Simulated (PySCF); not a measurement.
# Shieldings and the share of exact exchange

Molecule: `InChI=1S/C5H7F/c1-2-3-4-5-6/h2,4-5H,1,3H2/b5-4+`.

Structure with atom numbers: `[CH2:1]=[CH:2][CH2:3]/[CH:4]=[CH:5]/[F:6]`. Each H is labelled by its parent atom. Ha(C1) is cis to C3; Hb(C1) is trans to C3.

GIAO shieldings (ppm, equivalent atoms averaged) in PySCF on the PBE0-D3(BJ)/def2-SVP geometry, basis pcSseg-1, gas phase, non-relativistic:

| functional | exact exchange (%) | σ(C3) | σ(F6) |
| --- | --- | --- | --- |
| BLYP | 0 | 136.3 | 270.9 |
| BP86 | 0 | 141.5 | 272.5 |
| PBE | 0 | 141.7 | 269.6 |
| B3LYP | 20 | 142.3 | 292.6 |
| PBE0 | 25 | 148.5 | 295.8 |
| BHandHLYP | 50 | 149.8 | 319.5 |
| HF | 100 | 160.9 | 353.3 |

(1) Fit each shielding as a line in the percentage of exact exchange.

(2) What does the line predict for mPW1PW91 (25 %), and what does the run give?

Results:

(1) σ(C3) = 140.0 + 0.21 x (rms 2.2 ppm); σ(F6) = 273.0 + 0.84 x (rms 3.0 ppm). The functionals also differ in their semilocal parts, which the line can't hold; Hartree–Fock has no correlation at all.

(2) σ(C3): 145.2 predicted, 147.8 computed; σ(F6): 294.0 predicted, 296.7 computed ppm.
